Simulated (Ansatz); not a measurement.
Geometry optimisation, Ansatz 0.2.0, RKS PBE-D4/6-31G*.

input.yaml

```yaml
crystal:
  periodic: [false, false, false]
  atoms:
    - { symbol: B, position_ang: [0.0, 0.0, 0.0] }
    - { symbol: "N", position_ang: [0.0, 0.0, 1.55] }
    - { symbol: H, position_ang: [-0.877, -0.2713, 2.08] }
    - { symbol: H, position_ang: [0.877, 0.2713, 2.08] }
    - { symbol: H, position_ang: [1.0305, 0.0, -0.595] }
    - { symbol: H, position_ang: [-1.0305, 0.0, -0.595] }
basis:
  gaussian: { orbitals: "6-31G*" }
hamiltonian:
  xc: pbe
  dispersion: d4
relax:
  f_tol: 0.02
  max_steps: 40
```

Command:

```bash
$ ansatz run input.yaml --threads 1 --pin off --max-ram 2048MiB --backend cpu --events-out ev --progress --plain --runs-dir out
```

Task: Where does it end, and by what steps?

Result: It converged. After 6 steps the energy has fallen by 0.576 eV; H3 moved furthest, 0.18 Å.

| step | energy less start (eV) | largest force component (eV/Å) | accepted |
| --- | --- | --- | --- |
| 0 | 0.0000 | 4.061 | yes |
| 1 | -0.4771 | 1.720 | yes |
| 2 | -0.5497 | 0.784 | yes |
| 3 | -0.5683 | 0.459 | yes |
| 4 | -0.5759 | 0.039 | yes |
| 5 | -0.5760 | 0.058 | yes |
| 6 | -0.5761 | 0.001 | yes |

```xyz
6
Properties=species:S:1:pos:R:3
B 0.000 0.000 0.061
N 0.000 0.000 1.459
H -0.843 -0.110 2.019
H 0.843 0.110 2.019
H 1.049 0.136 -0.519
H -1.049 -0.136 -0.519
```

Whether the end is a true minimum wasn't checked by a vibrational analysis.

The run took 2.6 s on 1 thread of Intel(R) Xeon(R) 6975P-C (Granite Rapids), with other jobs on the host, peak memory 0.11 GiB.
